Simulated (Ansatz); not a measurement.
# CH₅N (triplet): from Hartree-Fock to the top rungs at distance N1–H4 along a hydrogen transfer = 1.566 Å, cc-pVDZ

The task here is to estimate one member of a computed series from the others.

Program: Ansatz 0.2.0, Gaussian basis. Level of theory: cc-pVDZ, core rule «outside noble gas», up to 2 orbitals frozen. These are calculated values, not measurements.

To be run: UHF; CCSD(T) on ROHF; CCSD(T) on UHF; BCCD(T) on ROHF; CISD; CCSDT(Q) on ROHF; CCSDT(Q) on UHF; CASSCF and MRCISD+Q, 4 electrons in 4 orbitals; CASSCF and NEVPT2, 4 electrons in 4 orbitals.

### The system

The geometry derives from fragments relaxed apart (PBE0/def2-TZVP) and kept rigid, so it is no stationary point. A hydrogen atom is moved between rigid fragments.

7 atoms, charge 0, spin multiplicity 3.

Atoms are counted from 1 here; the program's logs count them from 0.

Bond lengths: N1–H2 1.012 Å, N1–H3 1.012 Å, H4–C5 1.090 Å, C5–H6 1.079 Å, C5–H7 1.079 Å. Angles: H2–N1–H3 107.1°, H4–C5–H6 112.6°, H4–C5–H7 112.6°, H6–C5–H7 134.8°.

As a file:

```xyz
7
CH5N
N    -1.25798   -0.01835   -0.02857
H    -1.55526    0.94948   -0.02857
H    -1.55526   -0.42065    0.85169
H     0.30802   -0.01835   -0.02857
C     1.39802   -0.01835   -0.02857
H     1.81249   -0.01835    0.96759
H     1.81249   -0.01835   -1.02473
```

The first run:

in.yaml

```yaml
crystal:
  periodic: [false, false, false]
  atoms:
    - {symbol: N, position_ang: [-1.257982, -0.018354, -0.028568]}
    - {symbol: H, position_ang: [-1.555262, 0.949480, -0.028568]}
    - {symbol: H, position_ang: [-1.555261, -0.420653, 0.851691]}
    - {symbol: H, position_ang: [0.308018, -0.018354, -0.028568]}
    - {symbol: C, position_ang: [1.398018, -0.018354, -0.028568]}
    - {symbol: H, position_ang: [1.812486, -0.018354, 0.967593]}
    - {symbol: H, position_ang: [1.812486, -0.018354, -1.024729]}
basis:
  gaussian: {orbitals: cc-pVDZ}
magnetization: {spin_polarized: true, initial_magnetization: 2}
hamiltonian: {xc: hf}
output: {orbitals: {seedname: orbitals}}
```

Command:

```bash
$ ansatz run in.yaml --threads 1 --pin off --events-out ev --progress --plain --max-ram 2816MiB --backend cpu
```

Steps of the session up to this table: UHF; CCSD(T) on ROHF; CCSD(T) on UHF; BCCD(T) on ROHF; CISD; CCSDT(Q) on ROHF; CCSDT(Q) on UHF; CASSCF and MRCISD+Q, 4 electrons in 4 orbitals; CASSCF and NEVPT2, 4 electrons in 4 orbitals.

One table of the session follows, with a row left open; its other results are not shown here.

It belongs to the step «Misses and costs». 

| method | from UCCSDT(Q) (meV) |
| --- | --- |
| ROHF | +9193.7 |
| UHF | ? |
| RMP2 | +1317.6 |
| UMP2 | +1321.5 |
| CISD | +950.2 |
| RCCSD | +210.3 |
| UCCSD | +206.2 |
| RCCSD(T) | +33.9 |
| UCCSD(T) | +33.4 |
| BCCD(T) | +34.0 |
| RCCSDT | +11.7 |
| UCCSDT | +10.6 |
| RCCSDT(Q) | +1.3 |
| UCCSDT(Q) | 0 |
| CASSCF pair | +8665.9 |
| NEVPT2 pair | +1301.6 |
| MRCISD pair | +869.3 |
| MRCISD+Q pair | +91.3 |

Q: Estimate the row for UHF from the others.

As computed: from UCCSDT(Q) (meV): +8925.0. In the column «from UCCSDT(Q) (meV)» it lies between CASSCF pair (+8665.9) and ROHF (+9193.7).

To keep in mind: Restricted and unrestricted rows rest on different reference determinants; where their highest levels disagree by more than a few hundredths of an eV, they describe different states and don't form one ladder.
